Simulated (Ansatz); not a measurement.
**HSN, singlet: the ladder up to RCCSDTQ**

Geometry: that of the HSN, triplet, kept fixed. The triplet lies 0.2 eV lower here.

```csv
atom,x (Å),y (Å),z (Å)
N,0.0000,0.0577,1.1447
S,0.0000,-0.0648,-0.4759
H,0.0000,1.2584,-0.7673
```

Basis cc-pVDZ; Ansatz 0.2.0. Only valence electrons are correlated (noble-gas cores frozen), which leaves 12 electrons in 31 orbitals. R marks a restricted (for open shells ROHF) determinant, U an unrestricted one. Active spaces: valence = (12e, 9o) chosen from the atoms' valence shells.

Full CI isn't at hand for all of this; RCCSDTQ serves as the reference, and is uncertain by the last step of the cluster series or more. The frozen core follows each run's orbitals, which can shift R against U totals by a few meV.

Unrestricted rows (U) aren't spin-pure: their determinants' ⟨S²⟩ exceeds S(S+1) by up to 0.91, so they mix in states of higher spin.

- UHF ⟨S²⟩: 0.913
- T1 diagnostic (RCCSD): 0.0411
- largest doubles amplitude (RCCSD): 0.111

```
   level  E − E(RHF) (eV)
     UHF          -0.7734
    RMP2          -7.5025
    UMP2          -7.4471
   RCCSD          -8.3996
   UCCSD          -8.5315
RCCSD(T)          -8.7619
UCCSD(T)          -8.8247
```

**Question.** Estimate how far RCCSDTQ in cc-pVDZ lies from RCCSD(T). The table doesn't fix it; the size of (T) and the diagnostics are the guide.

**Answer.** RCCSDTQ in cc-pVDZ lies 6.2 kJ/mol below RCCSD(T), which is 18 % of the (T) step (-35.0 kJ/mol). T1 is raised, RHF is unstable towards spin polarisation, but (T) still catches most of what CCSD lacks. The miss exceeds 1 kcal/mol.

The other levels:

```tsv
level	E − E(RCCSDTQ) (kJ/mol)	share of correlation (%)	wall time
CISD	116.7	86.30	0.58 s
BCCD(T)	6.3	99.26	0.67 s
RCCSDT	3.1	99.64	–
UCCSDT*	-11.4	101.34	–
RCCSDT(Q)	-0.7	100.08	3.5 s
UCCSDT(Q)*	-17.1	102.01	26 s
UCCSDTQ	0.2	99.98	3.2 min (H100)
CASSCF (valence space)	585.1	31.29	–
NEVPT2 (valence space)	124.3	85.40	2.3 s
MRCISD (valence space)	45.6	94.65	–
MRCISD+Q (valence space)	3.9	99.54	3.6 s
MRCISD+Q(relaxed) (valence space)	0.2	99.98	5.5 s
```

An asterisk marks runs whose energy the program itself flagged as in doubt.

The correlation energy at RCCSDTQ, counted from RHF, is -8.826 eV. That run took 10 s on 2 threads of AMD EPYC 7R13 with a shared H100 80 GB, shared host.

Times hold each run's SCF and search for its determinant on a shared host, so for small cases they say little of a method's own cost; rows without a card ran on 1 thread of AMD EPYC 7R13. Some runs computed forces too.

Natural occupations of CASSCF (valence space) about the gap: 1.996 1.987 1.965 1.956 1.933 0.089 0.046 0.030; effectively unpaired electrons, Σ n²(2−n)², 0.07.
